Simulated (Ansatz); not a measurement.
Input file:

```yaml
crystal:
  periodic: [false, false, false]
  atoms:
    - {symbol: Sn, position_ang: [-0.000474, -0.000913, -0.013682]}
    - {symbol: H, position_ang: [1.616511, 0.012601, 0.557197]}
    - {symbol: H, position_ang: [-0.823613, 1.394021, 0.549640]}
    - {symbol: H, position_ang: [-0.737021, -1.299106, 0.504579]}
basis:
  gaussian: {orbitals: def2-SVP}
magnetization: {spin_polarized: false, initial_magnetization: 1}
correlation: {method: ccsdt_q, electrons: outside_noble_gas}
```

```sh
$ ansatz run in.yaml --threads 1 --pin off --events-out ev --progress --plain --max-ram 4096MiB --backend cpu
```

The program prints:

```
873 factors; integrals over basis functions are off by at most 2.0e-7 eV
mean field evaluation 1: about -5850.8137 eV, gradient 7.9e0 eV
mean field evaluation 2: about -5850.8207 eV, gradient 7.9e0 eV
mean field evaluation 4: about -5851.3029 eV, gradient 7.7e-1 eV
mean field evaluation 8: about -5851.3057 eV, gradient 1.5e-3 eV
mean field evaluation 16: about -5851.3023 eV, gradient 7.8e-1 eV
mean field -5851.30572722 eV, -215.0315193178 hartree, gradient 5.2e-7 eV, S^2 0.750000; 0 other end points of the search recorded, 0 dependent functions left out
9 core orbitals not correlated: weight in the atoms' cores, before any rotation towards them, 0.997 or more for the frozen orbitals, at most 0.002 for the correlated occupied ones
reference -5851.30572722 eV, -215.0315193178 hartree; 4, 3 occupied and 28, 29 virtual orbitals, 873 factors
second order -2.22997052 eV of doubles, -0.01933196 eV of singles
cycle   1  -2.71671309 eV  change   -4.7e-1 eV  update   5.7e-2
cycle   2  -2.95712453 eV  change   -2.4e-1 eV  update   2.4e-2
cycle   3  -2.97002886 eV  change   -1.3e-2 eV  update   6.7e-3
cycle   4  -2.97344868 eV  change   -3.4e-3 eV  update   2.6e-3
cycle   5  -2.97223820 eV  change    1.2e-3 eV  update   8.2e-4
cycle   6  -2.97212667 eV  change    1.1e-4 eV  update   3.4e-4
cycle   7  -2.97239310 eV  change   -2.7e-4 eV  update   1.3e-4
cycle   8  -2.97239193 eV  change    1.2e-6 eV  update   4.3e-5
cycle   9  -2.97236770 eV  change    2.4e-5 eV  update   1.6e-5
cycle  10  -2.97237366 eV  change   -6.0e-6 eV  update   6.4e-6
cycle  11  -2.97237411 eV  change   -4.5e-7 eV  update   2.1e-6
cycle  12  -2.97237432 eV  change   -2.1e-7 eV  update   7.7e-7
perturbative correction -0.00085337 eV, -0.0000313609 hartree
Total energy: -5854.27895491 eV, -215.1407834201 hartree
```

For the same geometry and basis full CI lies 0.4 meV higher.

Ran on 1 thread of AMD EPYC 7R13, shared host: 7.5 s wall, 0.23 GiB peak host memory.
